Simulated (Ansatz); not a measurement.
# ClH: the cost of one run

Program: Ansatz 0.2.0. Level of theory: RHF-MP2, frozen core/aug-cc-pVTZ. These are calculated values, not measurements.

**1. Reference run: HCl, relaxed**

The input, input.yaml:

```yaml
crystal:
  periodic: [false, false, false]
  atoms:
    - { symbol: H, position_ang: [0.0, 0.0, 0.0] }
    - { symbol: Cl, position_ang: [1.33, 0.0, 0.0] }
basis:
  gaussian: { orbitals: aug-cc-pVTZ }
hamiltonian:
  xc: hf
output:
  forces: true
correlation:
  method: mp2
relax:
  f_tol: 0.003
  max_steps: 120
```

Launch:

```bash
$ ansatz run input.yaml --threads 1 --pin off --max-ram 2560MiB --backend cpu --events-out ev --progress --plain --runs-dir out
```

Q: Estimate wall time and peak memory on 1 thread of Arm Neoverse V2, shared host.

About 2.8 s, with a peak of 0.11 GiB.
